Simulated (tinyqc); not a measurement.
The basis set: RHF and MP2 along a ladder of basis sets, for H2O, spin multiplicity 1. Computed by the program tinyqc with PySCF. Same geometry throughout; the dipole is taken about the origin.

Geometry (angstrom):

| atom | x | y | z |
|---|---|---|---|
| O | 0.0000 | 0.0000 | 0.0000 |
| H | 0.0000 | 0.7100 | 0.5910 |
| H | 0.0000 | -0.7850 | 0.6530 |

RHF and frozen-core MP2 in a ladder of bases:

| basis | functions | E(RHF) (hartree) | E(MP2 corr) (hartree) | HOMO (eV) | LUMO (eV) | dipole (debye) |
|---|---|---|---|---|---|---|
| sto-3g | 7 | -74.95887 | -0.03741 | -10.713 | 15.762 | 1.734 |
| 3-21g | 13 | -75.57992 | -0.12201 | -13.105 | 6.943 | 2.492 |
| 6-31g | 13 | -75.97716 | -0.12938 | -13.682 | 5.357 | 2.701 |
| 6-31g** | 24 | -76.01629 | -0.19599 | -13.536 | 5.692 | 2.262 |
| aug-cc-pvdz | 41 | -76.03518 | -0.22094 | -13.867 | 0.943 | 2.078 |
| cc-pvtz | 58 | -76.05088 | -0.26295 | -13.739 | 3.776 | 2.102 |

Estimate the missing row, basis = cc-pvdz.

Computed row:
```
basis    functions  E(RHF) (hartree)  E(MP2 corr) (hartree)  HOMO (eV)  LUMO (eV)  dipole (debye)
cc-pvdz         24         -76.02091               -0.20310    -13.440      4.912           2.131
```

From cc-pVDZ to cc-pVTZ the RHF energy falls by 30.0 mhartree and the correlation energy by 59.9. If valence correlation converges as X^-3, (27 E(T) - 8 E(D))/19 gives -0.2882 hartree, a rough estimate from such small X that usually falls short; STO-3G holds about 13 % of it. Beyond STO-3G the LUMO moves by 6.0 eV and the HOMO by 0.8 eV; diffuse functions lower the positive LUMO sharply, since an unbound virtual level tracks the most diffuse function.
